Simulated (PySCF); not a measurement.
PySCF single point, PBE/def2-TZVP, density fitting, C-PCM implicit isobutanol (electrostatics alone), on acetone, C3H6O (SMILES CC(C)=O), charge 0, multiplicity 1.

```python
from pyscf import gto, scf, dft
mol = gto.M(atom='''
C     -1.268164    -0.682879     0.006820
C      0.000139     0.135332     0.005927
C      1.268029    -0.682801     0.006048
O      0.000094     1.338737     0.006849
H     -1.284816    -1.338737     0.874067
H     -1.304125    -1.303688    -0.885671
H     -2.136572    -0.030222     0.027748
H      2.136572    -0.030183     0.006332
H      1.294475    -1.321840     0.885671
H      1.294250    -1.320820    -0.874449
''', basis='def2-TZVP', charge=0, spin=0, verbose=3)
mf = dft.RKS(mol, xc='PBE')
mf = mf.density_fit()
mf = mf.PCM()
mf.with_solvent.method = 'C-PCM'
mf.with_solvent.eps = 17.93
mf.max_cycle = 100
e = mf.kernel()
print('converged', mf.converged)
print('E_total', e)
print('nao', mol.nao)
print('HOMO', mf.mo_energy[mf.mo_occ > 0].max())
mf.dip_moment()
```

Output:

```

WARN: PCM is an experimental feature. It is still in testing.
Features and APIs may be changed in the future.

converged SCF energy = -192.994560429843
converged True
E_total -192.9945604298432
nao 160
HOMO -0.21077686994743416
Dipole moment(X, Y, Z, Debye):  0.00099, -3.80080, -0.00753
```

The total energy is -5251.65 eV, -0.21 eV from the same level's vacuum run.
